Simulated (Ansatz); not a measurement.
# SO+ (quartet): from Hartree-Fock to the top rungs at distance O1–S2 = 1.284 Å, 6-31G

How much of the correlation energy of SO+ (quartet) does each wave-function method recover here?

The runs use Ansatz 0.2.0, Gaussian basis; 6-31G, core rule «outside noble gas», up to 6 orbitals frozen.

Plan: UHF; CCSD(T) on ROHF; CCSD(T) on UHF; BCCD(T) on ROHF; CISD as a restricted active space (open shells left free, so some higher excitations enter); CCSDT(Q) on ROHF; CCSDT(Q) on UHF; CISDTQ; CCSDTQ on ROHF; CCSDTQ on UHF; CASSCF and MRCISD+Q, 5 electrons in 5 orbitals; CASSCF and NEVPT2, 5 electrons in 5 orbitals; CASSCF and MRCISD+Q, 11 electrons in 8 orbitals; CASSCF and MRCISD+Q(relaxed), 11 electrons in 8 orbitals; CASSCF and NEVPT2, 11 electrons in 8 orbitals; Full CI.

28 further runs of the same task are left out: 5 for a known fault of the program, 17 that didn't finish, 6 set aside as unsound or not needed. Runs told in other sessions of the task aren't counted.

### 1 What is computed

The geometry derives from a PBE0/def2-TZVP stationary point (not a proven minimum). One bond is set to the value named and the two fragments are kept rigid.

2 atoms, charge 1, spin multiplicity 4.

Atoms are counted from 1 here; the program's logs count them from 0.

Bond lengths: O1–S2 1.284 Å.

Geometry (Å):

```xyz
2

O     0.0000    0.0000    0.0000
S     0.0000    0.0000    1.2840
```

### 2 UHF

in.yaml

```yaml
crystal:
  periodic: [false, false, false]
  atoms:
    - {symbol: O, position_ang: [0.000000, 0.000000, 0.000000]}
    - {symbol: S, position_ang: [0.000000, 0.000000, 1.284000]}
basis:
  gaussian: {orbitals: 6-31G}
total_charge: 1
magnetization: {spin_polarized: true, initial_magnetization: 3}
hamiltonian: {xc: hf}
output: {orbitals: {seedname: orbitals}}
```

The run is started by

```console
$ ansatz run in.yaml --threads 1 --pin off --events-out ev --progress --plain --max-ram 2393MiB
```

The runs that follow: CCSD(T) on ROHF; CCSD(T) on UHF; BCCD(T) on ROHF; CISD as a restricted active space (open shells left free, so some higher excitations enter); CCSDT(Q) on ROHF; CCSDT(Q) on UHF; CISDTQ; CCSDTQ on ROHF; CCSDTQ on UHF; CASSCF and MRCISD+Q, 5 electrons in 5 orbitals; CASSCF and NEVPT2, 5 electrons in 5 orbitals; CASSCF and MRCISD+Q, 11 electrons in 8 orbitals; CASSCF and MRCISD+Q(relaxed), 11 electrons in 8 orbitals; CASSCF and NEVPT2, 11 electrons in 8 orbitals; Full CI.

Before running them: what should the planned runs give, taken together? Wanted: FCI from the RHF energy; RMP2 from FCI; UMP2 from FCI; RCCSD from FCI; RCCSD(T) from FCI; UCCSD(T) from FCI; RCCSDT(Q) from FCI; UCCSDT(Q) from FCI; NEVPT2 pair from FCI.

**Answer**, as computed:

```
                         quantity                                                                                                                   value
          FCI from the ROHF energy                                                                                                              -3.9021 eV
                    RMP2 from FCI                                                                                                              +515.5 meV
                    UMP2 from FCI                                                                                                              +522.0 meV
                   RCCSD from FCI                                                                                                              +105.8 meV
                RCCSD(T) from FCI                                                                                                               +28.5 meV
                UCCSD(T) from FCI                                                                                                               +26.0 meV
               RCCSDT(Q) from FCI                                                                                                                +0.4 meV
               UCCSDT(Q) from FCI                                                                                                                +0.3 meV
             NEVPT2 pair from FCI                                                                                                             +1027.6 meV
           MRCISD+Q pair from FCI                                                                                                              +714.6 meV
          NEVPT2 valence from FCI                                                                                                              +500.3 meV
levels within 1 kcal/mol (43 meV)  RCCSD(T), UCCSD(T), BCCD(T), RCCSDT, UCCSDT, CISDTQ, RCCSDT(Q), UCCSDT(Q), RCCSDTQ, UCCSDTQ, MRCISD+Q(relaxed) valence
                    T1 diagnostic                                                                                                                   0.056
   effectively unpaired electrons                                                                                                                    3.02
```

What this shows: RCCSD(T) misses by +28.5 meV, 0.7 % of the correlation energy. The occupations are near whole numbers, but T1 = 0.056 shows that the orbitals relax strongly. Of the multireference levels listed MRCISD+Q(relaxed) valence comes nearest in total energy (+10.6 meV), which doesn't show that its space is the better one. Coupled cluster took another determinant than the lowest Hartree-Fock one. These misses are within one basis, not against nature; the frozen cores of restricted and unrestricted runs differ, which can shift their rows.

Levels on UHF freeze UHF's core orbitals, full CI those of ROHF, so the U rows can settle a little off it for that reason alone.

With open shells the CI space here admits some higher excitations, so it is larger than plain CISD.
